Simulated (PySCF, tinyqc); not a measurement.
G0W0 on RHF in the sto-6g basis, for OH-, spin multiplicity 1, step by step. The basis has no diffuse functions, so it cannot describe the extra electron: this is an exercise in the method, not the real anion. The lowest restricted solution is unstable here: a spin-polarised one lies 0.0001 hartree lower (PySCF). One step of it, computed by the program tinyqc.

Problem. Orthogonalisation. S = U s U^T; symmetric (Loewdin) form X = U s^(-1/2) U^T, so that X^T S X = 1.

overlap S, lower triangle:
```
           1O 1s     1O 2s    1O 2px    1O 2py    1O 2pz     2H 1s
1O 1s   1.000000
1O 2s   0.231145  1.000000
1O 2px  0.000000  0.000000  1.000000
1O 2py  0.000000  0.000000  0.000000  1.000000
1O 2pz  0.000000  0.000000  0.000000  0.000000  1.000000
2H 1s   0.016675  0.210225  0.000000  0.000000  0.204517  1.000000
```

Give: eigenvalues of S; X.

Solution.

eigenvalues of S: 0.6599  0.8560  1.0000  1.0000  1.1282  1.3559

X, lower triangle:
```
          1O 1s    1O 2s  1O 2px  1O 2py   1O 2pz   2H 1s
1O 1s    1.0211
1O 2s   -0.1218   1.0395
1O 2px   0.0000   0.0000  1.0000
1O 2py   0.0000   0.0000  0.0000  1.0000
1O 2pz  -0.0021   0.0177  0.0000  0.0000   1.0168
2H 1s    0.0111  -0.1136  0.0000  0.0000  -0.1082  1.0347
```
